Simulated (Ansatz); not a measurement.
Frontier orbitals of C2H4F2O2 (`COC(O)(F)F`).

```xyz
10

C     0.093   -1.080    0.901
O    -0.489    0.131    0.429
C     0.005    0.609   -0.736
O    -0.603    1.766   -1.060
F     1.354    0.778   -0.643
F    -0.168   -0.255   -1.752
H    -0.026   -1.877    0.165
H    -0.451   -1.336    1.807
H     1.150   -0.938    1.131
H    -0.865    2.201   -0.242
```

Charge 0, multiplicity 1. The geometry is a stationary point of PBE0-D4/def2-TZVP. It is one conformer, not always the lowest. Basis def2-TZVPP, Ansatz.

```csv
functional,HOMO (eV),LUMO (eV),gap (eV)
LDA (SPW92),-7.55,0.06,7.61
PBE,-7.37,0.20,7.57
r2SCAN,-7.77,0.98,8.75
B97M-V,-7.92,0.51,8.43
PBE0,-9.13,1.12,10.25
r2SCAN0,-9.42,1.64,11.06
ωB97M-V,-11.59,2.56,14.15
HF,-13.54,3.85,17.39
```

A quarter of exact exchange (PBE0) shifts PBE's HOMO by −1.77 eV and its LUMO by +0.92 eV; full exchange at long range (ωB97M-V) shifts them by −4.22 and +2.36 eV. The gap opens from 7.57 to 14.15 eV, since occupied levels lose self-interaction and empty ones feel all the electrons. A positive LUMO is unbound and depends on the basis.
